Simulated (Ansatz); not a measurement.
# CH₂N (doublet): the correlation ladder, cc-pVDZ

An exercise on one series of results from a longer session: the logs are not shown, and one member is left open.

Computed with Ansatz 0.2.0, Gaussian basis. Level: cc-pVDZ, core rule «outside noble gas», up to 2 orbitals frozen.

The runs, in order: UHF; CCSD(T) on ROHF; CCSD(T) on UHF; BCCD(T) on ROHF; CISD; CCSDT(Q) on ROHF; CCSDT(Q) on UHF; CASSCF and MRCISD+Q, 11 electrons in 10 orbitals; CASSCF and NEVPT2, 11 electrons in 10 orbitals.

22 further runs of the same task are left out: 10 that didn't finish, 12 set aside as unsound or not needed.

## What is computed

The geometry is a PBE0/def2-TZVP stationary point (not a proven minimum) of the parent state, kept for this charge and spin.

4 atoms, charge 0, spin multiplicity 2.

Atoms are counted from 1 here; the program's logs count them from 0.

Bond lengths: N1–C2 1.365 Å, N1–H3 1.004 Å, N1–H4 1.004 Å. Angles: C2–N1–H3 120.7°, C2–N1–H4 120.7°, H3–N1–H4 118.6°.

Set-up of the first run:

in.yaml reads:

```yaml
crystal:
  periodic: [false, false, false]
  atoms:
    - {symbol: N, position_ang: [0.000000, 0.000000, 0.548062]}
    - {symbol: C, position_ang: [0.000000, 0.000000, -0.817088]}
    - {symbol: H, position_ang: [0.000000, 0.863263, 1.060214]}
    - {symbol: H, position_ang: [0.000000, -0.863263, 1.060214]}
basis:
  gaussian: {orbitals: cc-pVDZ}
magnetization: {spin_polarized: true, initial_magnetization: 1}
hamiltonian: {xc: hf}
output: {orbitals: {seedname: orbitals}}
```

Command:

```sh
> ansatz run in.yaml --threads 1 --pin off --events-out ev --progress --plain --max-ram 2393MiB
```

Among the steps run: UHF; CCSD(T) on ROHF; CCSD(T) on UHF; BCCD(T) on ROHF; CISD; CCSDT(Q) on ROHF; CCSDT(Q) on UHF; CASSCF and MRCISD+Q, 11 electrons in 10 orbitals; CASSCF and NEVPT2, 11 electrons in 10 orbitals.

One table of the session follows, with a row left open; its other results are not shown here.

| method | from UCCSDT(Q) (kcal/mol) |
| --- | --- |
| ROHF | +188.47 |
| UHF | +185.57 |
| RMP2 | +23.30 |
| UMP2 | +23.39 |
| CISD | +19.72 |
| RCCSD | +6.63 |
| UCCSD | +6.58 |
| RCCSD(T) | +0.96 |
| UCCSD(T) | +0.97 |
| BCCD(T) | +0.95 |
| RCCSDT | +0.45 |
| UCCSDT | +0.44 |
| RCCSDT(Q) | +0.05 |
| UCCSDT(Q) | 0 |
| CASSCF valence | +113.06 |
| NEVPT2 valence | +25.75 |
| MRCISD valence | +7.49 |
| MRCISD+Q valence | ? |

Q: Estimate the row for MRCISD+Q valence from the others.

The run gave: from UCCSDT(Q) (kcal/mol): +1.30. In the column «from UCCSDT(Q) (kcal/mol)» it lies between UCCSD(T) (+0.97) and UCCSD (+6.58).

To keep in mind: Restricted and unrestricted rows rest on different reference determinants; where their highest levels disagree by more than a few hundredths of an eV, they describe different states and don't form one ladder.
